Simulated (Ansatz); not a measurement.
Cost and result for the atomization energy of `ClC1CCO1` (10 atoms, 10 bonds).

```xyz
10

Cl    0.8337    2.2645    0.3293
C    -0.2094    0.9501   -0.3279
C     0.5145   -0.3806   -0.4992
C    -0.3546   -0.8195    0.6811
O    -1.0827    0.4253    0.6293
H    -0.7238    1.4007   -1.1757
H     0.2788   -0.8773   -1.4399
H     1.5900   -0.3581   -0.3450
H    -1.0166   -1.6710    0.5152
H     0.1701   -0.9342    1.6328
```

The species carries charge 0 and has multiplicity 1. The structure was optimised at the PBE0-D4/def2-TZVP level. Program: Ansatz. All runs use 4 threads of a server CPU on a shared host. Times are those of one run each, without the atoms' runs, and a repeat can differ threefold. Electronic energies, without spin–orbit coupling; frozen cores. CCSD(T)/CBS adds CCSD(T) − MP2 in def2-TZVPP to the MP2 limit, and its time is that of the two runs behind it. T1 = 0.011. HSE06 is the plane-wave form, built on full-range PBE exchange.

CCSD(T)/CBS is a level of theory with its own doubt, some kJ/mol a heavy atom from the limit and from the frozen cores, so smaller differences don't rank the functionals.

| level | functions | wall time |
| --- | --- | --- |
| LDA (SPW92)/def2-TZVPP | 236 | 3.5 s |
| revPBE-D4/def2-TZVPP | 236 | 4.7 s |
| PBE-D4/def2-TZVPP (with forces) | 236 | 6 s |
| BHLYP-D4/def2-TZVPP | 236 | 7 s |
| HSE06-D4/def2-TZVPP | 236 | 8 s |
| CCSD(T)/def2-SVP | 99 | 8 s |
| r2SCANh-D4/def2-TZVPP | 236 | 10 s |
| PBE-QIDH/def2-TZVPP | 236 | 11 s |
| B97M-V/def2-TZVPP | 236 | 15 s |
| ωB97M-V/def2-TZVPP (with forces) | 236 | 18 s |
| MP2/def2-QZVPP | 448 | 37 s |
| CCSD(T)/def2-TZVPP | 236 | 2.3 min |
| CCSD(T)/CBS(def2) | – | 2.9 min |

**Question.** What atomization energy does each give, and how far from CCSD(T)/CBS? (An estimate is asked.)

**Answer.** Computed: 
```csv
level,atomization (kJ/mol),difference from CCSD(T)/CBS,per bond
LDA (SPW92)/def2-TZVPP,4563.0,665.9,66.6
revPBE-D4/def2-TZVPP,3924.3,27.2,2.7
PBE-D4/def2-TZVPP (with forces),4033.6,136.5,13.6
BHLYP-D4/def2-TZVPP,3749.6,-147.5,-14.7
HSE06-D4/def2-TZVPP,3948.4,51.3,5.1
CCSD(T)/def2-SVP,3706.7,-190.4,-19.0
r2SCANh-D4/def2-TZVPP,3891.7,-5.4,-0.5
PBE-QIDH/def2-TZVPP,3900.7,3.6,0.4
B97M-V/def2-TZVPP,3909.4,12.3,1.2
ωB97M-V/def2-TZVPP (with forces),3919.4,22.3,2.2
MP2/def2-QZVPP,3947.4,50.3,5.0
CCSD(T)/def2-TZVPP,3796.7,-100.4,-10.0
CCSD(T)/CBS(def2),3897.1,0.0,0.0
```

From r2SCAN to r2SCAN0 (25 % exact exchange), in def2-TZVPP and without D4, the atomization energy moves by −69.8 kJ/mol: exact exchange takes away binding that semilocal exchange gives to molecules. At CCSD(T), def2-SVP lies −190.4 kJ/mol from the extrapolated value and def2-TZVPP −100.4 kJ/mol: correlation converges slowly with the basis, and small sets miss more of it in the bonded molecule than in its fragments. The D4 term adds +31.7 kJ/mol with B3LYP and +16.4 kJ/mol with PBE0; it sums over pairs of atoms, weighted by their polarisabilities, and B3LYP, whose exchange is more repulsive, gets the larger term.

B3LYP here is the variant with VWN-RPA as its local correlation; programs differ in this.
